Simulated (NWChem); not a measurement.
System: SiH$_{4}$ cation, doublet; SMILES of the neutral closed-shell parent [SiH4]

```xyz
5

Si     0.0000     0.0000     0.0000
H      1.4077     0.0000    -0.5745
H      0.0000     1.4077     0.5745
H      0.0000    -1.4077     0.5745
H     -1.4077     0.0000    -0.5745
```
Atoms are numbered in this order, from 1.

This is a stationary point of B3LYP/6-31G* (spherical d), spin-unrestricted (NWChem), point group D2d. This spin state was assumed; another may lie lower.

### Question
Is it a minimum? If not, what does it relax to?

### Answer
No. It has an imaginary frequency of 567i cm⁻¹. Following that mode (on a finer grid) lowers the energy by 7.3 kcal/mol and ends, with real frequencies alone, at point group C2v:
```xyz
5

Si     0.0813     0.1904     0.0045
H      1.2598    -0.0529    -0.8338
H     -0.1610     1.3546     0.8628
H     -0.5751    -1.1382     0.5571
H     -1.2455    -0.4317    -0.5906
```
